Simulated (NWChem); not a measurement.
System: nitrogen trifluoride (NF$_{3}$); SMILES N(F)(F)F

Input file for NWChem:

```
start job
memory heap 200 mb stack 900 mb global 1100 mb
geometry units angstroms noautosym nocenter noautoz
  F      0.860803     0.860803    -0.121585
  N      0.000000     0.000000     0.466697
  F     -1.175879     0.315076    -0.121585
  F      0.315076    -1.175879    -0.121585
end
basis spherical
  * library def2-svp
end
dft
  xc pbe0
  iterations 150
end
cosmo
  do_cosmo_smd true
  solvent hexane
end
task dft energy
```

Output (shortened):

```
             Northwest Computational Chemistry Package (NWChem) 7.3.0
             --------------------------------------------------------

                             Geometry "geometry" -> ""
                             -------------------------

 Output coordinates in angstroms (scale by  1.889725989 to convert to a.u.)

  No.       Tag          Charge          X              Y              Z
 ---- ---------------- ---------- -------------- -------------- --------------
    1 F                    9.0000     0.86080300     0.86080300    -0.12158500
    2 N                    7.0000     0.00000000     0.00000000     0.46669700
    3 F                    9.0000    -1.17587900     0.31507600    -0.12158500
    4 F                    9.0000     0.31507600    -1.17587900    -0.12158500

 Effective nuclear repulsion energy (a.u.)     134.9581687452

                                 NWChem DFT Module
                                 -----------------

 Summary of "ao basis" -> "ao basis" (spherical)
 ------------------------------------------------------------------------------
       Tag                 Description            Shells   Functions and Types
 ---------------- ------------------------------  ------  ---------------------
 F                          def2-svp                 6       14   3s2p1d
 N                          def2-svp                 6       14   3s2p1d

 in cosmo_initialize ...
 calling solv_data for solv:hexane

 solvent parameters
 solvname_short: hexane
 solvname_long:  n-hexane
 dielec:        1.8819
 dielecinf:     1.8903
 nonaqueous SMD model solvent descriptors
 dielec:        1.8819
 sola:          0.0000
 solb:          0.0000
 solc:          0.0000
 solg:         25.7500
 solh:          0.0000
 soln:          1.3749

          ---------------
          -cosmo- solvent
          ---------------
 Cosmo: York-Karplus, doi: 10.1021/jp992097l
 dielectric constant -eps-     =   1.88
 screen = (eps-1)/(eps    )    =   0.46862
 surface charge correction     = lagrangian

   van der Waals surface
 --------------------------

 ---------- ATOMIC COORDINATES (A.U.) ------------ VDWR(ANG.) --
     1    1.62668180    1.62668180   -0.22976233     1.730
     2    0.00000000    0.00000000    0.88192945     1.890
     3   -2.22208911    0.59540731   -0.22976233     1.730
     4    0.59540731   -2.22208911   -0.22976233     1.730
 number of segments per atom =        128
 number of   points per atom =        128
 atom (   nspa,  nppa )
 ----------------------
    1 (     76,     0 )       0
    2 (     40,     0 )       0
    3 (     78,     0 )       0
    4 (     78,     0 )       0
 number of -cosmo- surface points =      272
 molecular surface =     78.410 angstrom**2
 molecular volume  =     57.469 angstrom**3
 -lineq- algorithm             =   0
 -bem- low  level              =   3
 -bem- from -octahedral-
 gaussian surface charge width =   4.50000
 degree of switching           =   1.00000
 switching function tolerance  =   0.00010
 atomic radii =
 --------------
    1  9.000  1.730
    2  7.000  1.890
    3  9.000  1.730
    4  9.000  1.730
 ...... end of -cosmo- initialization ......

 nat:                     4
 ixmem:                  1008
 calling mnsol_interface()
 G(SMD-CDS) energy (kcal/mol)  =     1.322
 SMD-CDS SASA (angstrom**2)    =    87.272

            General Information
            -------------------
          SCF calculation type: DFT
          Wavefunction type:  closed shell.
          No. of atoms     :     4
          No. of electrons :    34
           Alpha electrons :    17
            Beta electrons :    17
          Charge           :     0
          Spin multiplicity:     1
          Use of symmetry is: off; symmetry adaption is: off
          Maximum number of iterations: 150
          AO basis - number of functions:    56
                     number of shells:    24
          Convergence on energy requested:  1.00D-06
          Convergence on density requested:  1.00D-05
          Convergence on gradient requested:  5.00D-04

              XC Information
              --------------
                         PBE0 Method XC Functional
                     Hartree-Fock (Exact) Exchange  0.250
          PerdewBurkeErnzerhof Exchange Functional  0.750
            Perdew 1991 LDA Correlation Functional  1.000 local
           PerdewBurkeErnz. Correlation Functional  1.000 non-local

             Grid Information
             ----------------
          Grid used for XC integration:  medium
          Radial quadrature: Mura-Knowles
          Angular quadrature: Lebedev.
          Tag              B.-S. Rad. Rad. Pts. Rad. Cut. Ang. Pts.
          ---              ---------- --------- --------- ---------
          F                   0.50       49           6.0       434
          N                   0.65       49           5.0       434
          Grid pruning is: on
          Number of quadrature shells:   196
          Spatial weights used:  Erf1

      Superposition of Atomic Density Guess
      -------------------------------------

 Sum of atomic energies:        -352.12171569

      Non-variational initial energy
      ------------------------------

 Total energy =    -352.643798
 1-e energy   =    -760.506402
 2-e energy   =     272.904435
 HOMO         =      -0.312559
 LUMO         =       0.203638

   convergence    iter        energy       DeltaE   RMS-Dens  Diis-err
 ---------------- ----- ----------------- --------- --------- ---------
     COSMO gas phase
 d= 0,ls=0.0,diis     1   -353.2257500056 -4.88D+02  3.35D-02  2.28D+00
 d= 0,ls=0.0,diis     2   -352.7857578492  4.40D-01  2.07D-02  7.91D+00
 d= 0,ls=0.0,diis     3   -353.4595398719 -6.74D-01  1.99D-03  3.31D-02
 d= 0,ls=0.0,diis     4   -353.4618019278 -2.26D-03  5.28D-04  4.73D-03
 d= 0,ls=0.0,diis     5   -353.4621537584 -3.52D-04  7.19D-05  1.91D-05
  Resetting Diis
 d= 0,ls=0.0,diis     6   -353.4621563121 -2.55D-06  2.54D-05  4.68D-07
 d= 0,ls=0.0,diis     7   -353.4621564408 -1.29D-07  1.63D-06  2.52D-09

   convergence    iter        energy       DeltaE   RMS-Dens  Diis-err
 ---------------- ----- ----------------- --------- --------- ---------
     COSMO solvation phase
 d= 0,ls=0.0,diis     1   -353.4603672374  1.79D-03  1.13D-04  1.61D-05
 d= 0,ls=0.0,diis     2   -353.4603678694 -6.32D-07  3.93D-05  1.50D-05
 d= 0,ls=0.0,diis     3   -353.4603690106 -1.14D-06  1.12D-05  2.03D-06
 d= 0,ls=0.0,diis     4   -353.4603691779 -1.67D-07  2.10D-06  7.03D-08

         Total DFT energy =     -353.460369177950
      One electron energy =     -758.958091322997
           Coulomb energy =      308.394562053320
    Exchange-Corr. energy =      -37.812006583030
 Nuclear repulsion energy =      134.958168745190

             COSMO energy =       -0.043002070432

 Numeric. integr. density =       34.000002640167

                                COSMO-SMD solvation results
                                ---------------------------

             internal energy in gas <Psi(g)|H|Psi(g)> =      -353.462156440762
         internal energy in solvent <Psi(s)|H|Psi(s)> =      -353.462154448701
                               delta internal energy  =         0.000001992061 (    0.00 kcal/mol)
   total free energy in solvent <Psi(s)|H+V/2|Psi(s)> =      -353.462476400425
 polarization energy contribution <Psi(s)|V/2|Psi(s)> =        -0.000321951724 (   -0.20 kcal/mol)
    total free energy in solvent including G(SMD-CDS) =      -353.460369177950
                       G(SMD-CDS) energy contribution =         0.002107222475 (    1.32 kcal/mol)
     1 M fixed-concentration free energy of solvation =         0.001787262812 (    1.12 kcal/mol)

                       DFT Final Molecular Orbital Analysis
                       ------------------------------------

 Vector   15  Occ=2.000000D+00  E=-4.668060D-01
              MO Center=  2.6D-01,  2.6D-01, -9.2D-02, r^2= 1.8D+00
   Bfn.  Coefficient  Atom+Function         Bfn.  Coefficient  Atom+Function
  ----- ------------  ---------------      ----- ------------  ---------------
     6      0.351191  1 F  pz                 4      0.268564  1 F  px
     5      0.268556  1 F  py                32      0.239882  3 F  px
    47      0.239869  4 F  py                 9     -0.224704  1 F  pz
     7     -0.188814  1 F  px                 8     -0.188809  1 F  py
    34     -0.175596  3 F  pz                48     -0.175583  4 F  pz

 Vector   16  Occ=2.000000D+00  E=-4.512050D-01
              MO Center=  3.4D-05,  3.4D-05, -1.2D-01, r^2= 1.9D+00
   Bfn.  Coefficient  Atom+Function         Bfn.  Coefficient  Atom+Function
  ----- ------------  ---------------      ----- ------------  ---------------
    33      0.400112  3 F  py                46     -0.400112  4 F  px
     4      0.292924  1 F  px                 5     -0.292924  1 F  py
    36     -0.264798  3 F  py                49      0.264798  4 F  px
     7     -0.193862  1 F  px                 8      0.193861  1 F  py
    32      0.107233  3 F  px                47     -0.107233  4 F  py

 Vector   17  Occ=2.000000D+00  E=-3.601761D-01
              MO Center= -2.6D-06, -2.6D-06,  3.7D-01, r^2= 1.4D+00
   Bfn.  Coefficient  Atom+Function         Bfn.  Coefficient  Atom+Function
  ----- ------------  ---------------      ----- ------------  ---------------
    20     -0.444616  2 N  pz                17      0.432397  2 N  s
     6      0.299562  1 F  pz                34      0.299559  3 F  pz
    48      0.299559  4 F  pz                16      0.274284  2 N  s
     9     -0.225572  1 F  pz                37     -0.225578  3 F  pz
    51     -0.225578  4 F  pz                23      0.203728  2 N  pz

 Vector   18  Occ=0.000000D+00  E= 5.256419D-02
              MO Center=  7.0D-02,  7.0D-02,  3.4D-01, r^2= 1.2D+00
   Bfn.  Coefficient  Atom+Function         Bfn.  Coefficient  Atom+Function
  ----- ------------  ---------------      ----- ------------  ---------------
    21      0.531385  2 N  px                22      0.531720  2 N  py
    18     -0.477653  2 N  px                19     -0.477954  2 N  py
     3     -0.409891  1 F  s                  9     -0.245910  1 F  pz
     6      0.232337  1 F  pz                 7      0.232914  1 F  px
     8      0.232840  1 F  py                31      0.204829  3 F  s

 Vector   19  Occ=0.000000D+00  E= 5.256436D-02
              MO Center= -7.0D-02, -7.0D-02,  3.4D-01, r^2= 1.2D+00
   Bfn.  Coefficient  Atom+Function         Bfn.  Coefficient  Atom+Function
  ----- ------------  ---------------      ----- ------------  ---------------
    21      0.531710  2 N  px                22     -0.531376  2 N  py
    18     -0.477955  2 N  px                19      0.477654  2 N  py
    31      0.355026  3 F  s                 45     -0.354897  4 F  s
    35      0.296990  3 F  px                50     -0.296914  4 F  py
    32     -0.254816  3 F  px                47      0.254753  4 F  py

 Vector   20  Occ=0.000000D+00  E= 6.775082D-02
              MO Center= -2.3D-05, -2.3D-05,  2.0D-02, r^2= 1.2D+00
   Bfn.  Coefficient  Atom+Function         Bfn.  Coefficient  Atom+Function
  ----- ------------  ---------------      ----- ------------  ---------------
    17      0.661850  2 N  s                 16      0.613075  2 N  s
    20      0.530212  2 N  pz                23     -0.517290  2 N  pz
    35     -0.341474  3 F  px                50     -0.341474  4 F  py
     3     -0.320875  1 F  s                 31     -0.320897  3 F  s
    45     -0.320897  4 F  s                 32      0.317308  3 F  px

     Multipole analysis of the density
     ---------------------------------

     L   x y z        total         alpha         beta         nuclear
     -   - - -        -----         -----         ----         -------
     0   0 0 0     -0.000000    -17.000000    -17.000000     34.000000

     1   1 0 0      0.000028      0.000014      0.000014     -0.000000
     1   0 1 0      0.000028      0.000014      0.000014     -0.000000
     1   0 0 1      0.025081      0.027579      0.027579     -0.030077

     2   2 0 0    -14.884828    -43.164690    -43.164690     71.444552
     2   1 1 0      0.000060      0.000041      0.000041     -0.000022
     2   1 0 1      0.000089      0.000045      0.000045      0.000000
     2   0 2 0    -14.884828    -43.164690    -43.164690     71.444552
     2   0 1 1      0.000089      0.000045      0.000045      0.000000
     2   0 0 2    -14.772948    -10.821447    -10.821447      6.869947
```

Level: PBE0/def2-SVP, SMD on the gas-phase geometry. Coordinates come from a PBE0/def2-SVP optimisation. Solvent: n-hexane.
